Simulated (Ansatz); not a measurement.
fcc Cu was calculated with r²SCAN (PAW; Ansatz, a first-principles code).

A relaxed, unreconstructed slab of the (100) face has 8 atoms, two equal faces of 6.397 Å² each and an energy of -53048.5093 eV. A bulk cell of 2 atoms with the same orientation and in-plane k mesh has -13262.4767 eV. Energies are extrapolated to zero smearing.

Settings: plane-wave cutoff 500 eV, 22×22×1 k mesh (along the axes of the cell as run), Fermi–Dirac smearing 0.1 eV, scalar-relativistic PAW data made under PBE.

Worked out: γ = (E_slab − N E_bulk per atom)/2A = [-53048.5093 − 8 × (-13262.4767/2)]/(2 × 6.397) = 0.1092 eV/Å². With 16.022 J/m² per eV/Å² this is 1.75 J/m², or 0.70 eV per surface cell and face.
